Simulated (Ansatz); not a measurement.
# CHAlO: the cost of one run

Method: def2-TZVPP, core rule «outside noble gas», up to 7 orbitals frozen; program: Ansatz 0.2.0, Gaussian basis.

The runs, in order: UHF; ROHF; CCSD(T) on UHF.

2 further runs of the same task are left out: 2 set aside as unsound or not needed.

**1. The geometry**

The geometry is a PBE0/def2-TZVP stationary point (not a proven minimum) of the parent state, kept for this charge and spin.

4 atoms, charge 1, spin multiplicity 2.

Atoms are counted from 1 here; the program's logs count them from 0.

Bond lengths: Al1–C2 1.933 Å, C2–O3 1.306 Å, O3–H4 0.968 Å. Angles: Al1–C2–O3 167.9°, C2–O3–H4 112.4°.

**2. UHF**

in.yaml

```yaml
crystal:
  periodic: [false, false, false]
  atoms:
    - {symbol: Al, position_ang: [0.000001, -0.162615, 2.220099]}
    - {symbol: C, position_ang: [-0.000032, -0.075678, 0.288964]}
    - {symbol: O, position_ang: [0.000003, -0.291771, -0.998684]}
    - {symbol: H, position_ang: [0.000028, 0.530064, -1.510380]}
basis:
  gaussian: {orbitals: def2-TZVPP}
total_charge: 1
magnetization: {spin_polarized: true, initial_magnetization: 1}
hamiltonian: {xc: hf}
output: {orbitals: {seedname: orbitals}}
```

Run with:

```console
ansatz run in.yaml --threads 1 --pin off --events-out ev --progress --plain --max-ram 4096MiB --backend cpu
```

What time and memory should one allow on 1 thread of AMD EPYC 7R13, shared host?

About 22 s, with a peak of 0.28 GiB.
